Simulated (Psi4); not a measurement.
# BNH3Cl (SMILES NBCl) at PBE/cc-pCVQZ (density fitting, sweep point 7)

What is the energy change on altering one bond length of BNH3Cl at PBE/cc-pCVQZ (density fitting, sweep point 7)? 

The results are computed with Psi4 1.11.

### Step 1. The system as given

BNH3Cl: 6 atoms, total charge 0, spin state singlet. SMILES: `NBCl`. The shape is that of a PBE0-D4/def2-TZVP optimisation.

Bond lengths: N1–B2 1.383 Å, B2–Cl3 1.768 Å, N1–H4 1.005 Å, N1–H5 1.006 Å, B2–H6 1.191 Å. Angles: N1–B2–Cl3 119.7°, N1–B2–H6 121.5°, Cl3–B2–H6 118.8°, B2–N1–H4 122.2°, B2–N1–H5 123.2°, H4–N1–H5 114.7°.

### Step 2. A single-point energy at PBE/cc-pCVQZ (density fitting, sweep point 7)

Contents of input.dat:

```
memory 1600 MB

molecule molecule1 {
  0 1
  N     -0.395600    -0.007800    -0.658000
  B      0.369600    -0.158900     0.483700
  Cl     0.529900     1.189300     1.616000
  H     -0.511800    -0.749300    -1.326600
  H     -0.878600     0.844500    -0.888200
  H      0.928800    -1.181900     0.727100
  units angstrom
  symmetry c1
}

set basis cc-pCVQZ
set reference rks
set puream true
set scf_type df
set dft_radial_points 99
set dft_spherical_points 590

e_tot, wfn = energy("pbe", return_wfn=True)
print_variables()
```

Run with:

```bash
psi4 input.dat output.dat -n 1
```

output.dat:

```text
[...]
  Running in c1 symmetry.
[...]
  Nuclear repulsion =   85.398153537645072
[...]
  Multiplicity = 1
[...]
  Nalpha       = 16
  Nbeta        = 16
[...]
    Number of basis functions: 367
[...]
   @DF-RKS iter   1:  -540.99149233517903    1.88066e-02   2.87535e-03 DIIS/ADIIS
[...]
   @DF-RKS iter   9:  -541.46043417251224   -2.20083e-07   3.05853e-07 DIIS
[...]
    Orbital Energies [Eh]
    ---------------------
    Doubly Occupied:
       1A   -100.643729     2A    -13.999312     3A     -9.161055
       4A     -6.981029     5A     -6.976214     6A     -6.974637
       7A     -6.537371     8A     -0.814243     9A     -0.744988
      10A     -0.485797    11A     -0.480891    12A     -0.386631
      13A     -0.328625    14A     -0.313659    15A     -0.264519
      16A     -0.259970
[...]
  @DF-RKS Final Energy:  -541.46043417251224
   => Energetics <=
    Nuclear Repulsion Energy =             85.3981535376450722
    One-Electron Energy =                -914.5766991542641335
    Two-Electron Energy =                 327.7987260554048703
    DFT Exchange-Correlation Energy =     -40.0806146112980244
    Empirical Dispersion Energy =           0.0000000000000000
    VV10 Nonlocal Energy =                  0.0000000000000000
    Total Energy =                       -541.4604341725122367
[...]
 Multipole Moments:
 ------------------------------------------------------------------------------------
     Multipole            Electronic (a.u.)      Nuclear  (a.u.)        Total (a.u.)
 ------------------------------------------------------------------------------------
 L = 1.  Multiply by 2.5417464519 to convert [e a0] to [Debye]
 Dipole X            :          1.0511142           -1.5168329           -0.4657188
 Dipole Y            :          2.2824711           -2.5325794           -0.2501083
 Dipole Z            :          3.1802286           -4.0964306           -0.9162020
 Magnitude           :                                                    1.0577685
[...]
```

Run time: 39 s. Hardware: 1 thread of Intel Xeon 6975P-C (Granite Rapids), shared host; peak memory 1.4 GiB.

### Step 3. The distorted shape, same level

Contents of input.in:

```
memory 1600 MB

molecule {
  N     -0.778178     0.067746    -1.228817
  B      0.369600    -0.158900     0.483700
  Cl     0.529900     1.189300     1.616000
  H     -0.894378    -0.673754    -1.897417
  H     -1.261178     0.920046    -1.459017
  H      0.928800    -1.181900     0.727100
  symmetry c1
}

set basis cc-pCVQZ
set puream true
set scf_type df
set dft_radial_points 99
set dft_spherical_points 590

energy('pbe')
print_variables()
```

Run with:

```bash
psi4 -n 1 input.in input.out
```

input.out:

```text
[...]
  Running in c1 symmetry.
[...]
  Nuclear repulsion =   74.881022533933276
[...]
  Multiplicity = 1
[...]
  Nalpha       = 16
  Nbeta        = 16
[...]
    Number of basis functions: 367
[...]
   @DF-RKS iter   1:  -540.84711554214130   -1.75776e-01   2.87281e-03 ADIIS/DIIS
[...]
   @DF-RKS iter  10:  -541.33751460996211   -1.72304e-07   6.64484e-07 DIIS
[...]
    Orbital Energies [Eh]
    ---------------------
    Doubly Occupied:
       1A   -100.686263     2A    -13.974099     3A     -9.202227
       4A     -7.022409     5A     -7.017759     6A     -7.015682
       7A     -6.627029     8A     -0.784432     9A     -0.729202
      10A     -0.468793    11A     -0.421101    12A     -0.372639
      13A     -0.340588    14A     -0.329875    15A     -0.283792
      16A     -0.197177
[...]
  @DF-RKS Final Energy:  -541.33751460996211
   => Energetics <=
    Nuclear Repulsion Energy =             74.8810225339332760
    One-Electron Energy =                -893.1922306856405385
    Two-Electron Energy =                 316.8509713407664776
    DFT Exchange-Correlation Energy =     -39.8772777990213854
    Empirical Dispersion Energy =           0.0000000000000000
    VV10 Nonlocal Energy =                  0.0000000000000000
    Total Energy =                       -541.3375146099621134
[...]
 Multipole Moments:
 ------------------------------------------------------------------------------------
     Multipole            Electronic (a.u.)      Nuclear  (a.u.)        Total (a.u.)
 ------------------------------------------------------------------------------------
 L = 1.  Multiply by 2.5417464519 to convert [e a0] to [Debye]
 Dipole X            :          2.1566421           -2.1415588            0.0150834
 Dipole Y            :          2.3041556           -2.4092175           -0.1050619
 Dipole Z            :          4.9850134           -5.0285389           -0.0435255
 Magnitude           :                                                    0.1147169
[...]
```

It took 36 s on 1 thread of Intel Xeon 6975P-C (Granite Rapids), shared host; peak memory 1.3 GiB.

### Step 4. Summary of results

Level: PBE/cc-pCVQZ (density fitting, sweep point 7).

```
                                                         quantity          value
                                        first shape: total energy  -541.46043 Eh
                                       first shape: dipole moment         2.69 D
                                         first shape: HOMO energy       -7.07 eV
                                         first shape: LUMO energy       -0.83 eV
                                       first shape: HOMO–LUMO gap        6.24 eV
                                    distorted shape: total energy  -541.33751 Eh
                                   distorted shape: dipole moment         0.29 D
                                     distorted shape: HOMO energy       -5.37 eV
                                     distorted shape: LUMO energy       -2.73 eV
                                   distorted shape: HOMO–LUMO gap        2.64 eV
energy change with the N1–B2 bond stretched from 1.383 to 2.074 Å       3.345 eV
```

What this shows: With the N1–B2 bond stretched from 1.383 to 2.074 Å the energy rises by 3.34 eV (77 kcal/mol). The first shape isn't relaxed at this level, so the change isn't measured from a minimum.
